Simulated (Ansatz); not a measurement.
Width of the whole s-p valence band (eV) along a series of related solids, from LDA (PAW; Ansatz, an electronic-structure program).

| solid | LDA |
|---|---|
| zinc-blende BP | 15.40 |
| zinc-blende AlP | 11.50 |
| zinc-blende GaP | 12.52 |
| zinc-blende InP | 11.53 |

A member of the series is missing where a level wasn't run or failed, where a doubt is noted on the run or the magnetic state, for phases of high temperature or layered ones, and where values are held back for tests.

Spin–orbit coupling is left out, also for the solids with elements from indium on (zinc-blende InP); its size isn't shown.

Cells: LDA at the measured cell. Ansatz's density-functional and Hartree–Fock values are scalar-relativistic unless marked +SOC, with PAW data made under PBE.
